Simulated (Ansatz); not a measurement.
System: fluorite SrCl₂. Method: HSE06 (Ansatz, a first-principles code, PAW).

Numerical settings: plane-wave cutoff 520 eV, 6×6×6 k mesh, scalar-relativistic PAW data made under PBE.

Computed at the level's own relaxed cell.

Hill averages of the elastic tensor: K = 35.5 GPa, G = 14.3 GPa. Volume 28.670 Å³/atom, mean atomic mass 52.842 u.

### Question
Work out the density, the sound velocities of a polycrystal and the elastic Debye temperature at this level.

### Answer
ρ = 1.66054 × 52.842/28.670 = 3.061 g/cm³. v_l = √[(K + 4G/3)/ρ] = 4.222 km/s and v_t = √(G/ρ) = 2.161 km/s. The mean follows from 3/v_m³ = 1/v_l³ + 2/v_t³: v_m = 2.421 km/s. Θ_D = (ħ/k_B) v_m (6π²/V)^(1/3) = 76.38 K Å s/km × 2.421 × 1.2735 Å⁻¹ = 236 K, counting all atoms of the cell.
